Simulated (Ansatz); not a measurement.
# BH5S: the cost of one run

Program: Ansatz 0.2.0. Level of theory: RKS r2SCAN/cc-pVDZ. These are calculated values, not measurements.

**1. Starting point**

Bond lengths: B1–H3 1.190 Å, B1–H4 1.190 Å, B1–S5 2.190 Å, S5–H6 1.400 Å, S5–H7 1.549 Å. Angles: H3–B1–H4 120.0°, H3–B1–S5 97.0°, H4–B1–S5 101.2°, B1–S5–H6 109.5°, B1–S5–H7 57.4°, H6–S5–H7 144.6°.

As a file:

```xyz
7

B     0.0000    0.0000    0.0000
H     0.0000    0.0000    1.5400
H     1.0305    0.0000   -0.5950
H    -1.0305    0.0000   -0.5950
S     0.0915   -2.0763    0.6906
H    -0.6660   -2.8867   -0.1635
H     0.0385   -0.8742    1.6662
```

**2. A restrained relaxation towards end A**

Springs on the bonds that form and break draw the guess towards this end; the thresholds are loose.

Contents of input.yaml:

```yaml
crystal:
  periodic: [false, false, false]
  atoms:
    - { symbol: B, position_ang: [0.0, 0.0, 0.0] }
    - { symbol: H, position_ang: [0.0, 0.0, 1.54] }
    - { symbol: H, position_ang: [1.0305, 0.0, -0.595] }
    - { symbol: H, position_ang: [-1.0305, 0.0, -0.595] }
    - { symbol: S, position_ang: [0.0915, -2.0763, 0.6906] }
    - { symbol: H, position_ang: [-0.666, -2.8867, -0.1635] }
    - { symbol: H, position_ang: [0.0385, -0.8742, 1.6662] }
basis:
  gaussian: { orbitals: cc-pVDZ }
hamiltonian:
  xc: r2scan
relax:
  f_tol: 0.15
  max_steps: 25
  restrain:
    - { distance: [0, 4], at: 3.09, k: 30.0 }
    - { distance: [6, 1], at: 1.86, k: 30.0 }
    - { distance: [0, 1], at: 1.19, k: 30.0 }
    - { distance: [6, 4], at: 1.4, k: 30.0 }
output:
  orbitals: {}
```

Launch:

```
> ansatz run input.yaml --threads 1 --pin off --max-ram 2048MiB --backend cpu --events-out ev --progress --plain --runs-dir out
```

**Question.** How long does this run take on 1 thread of Arm Neoverse N1, shared host, and how much memory does it need?

About 29 s, with a peak of 0.11 GiB.
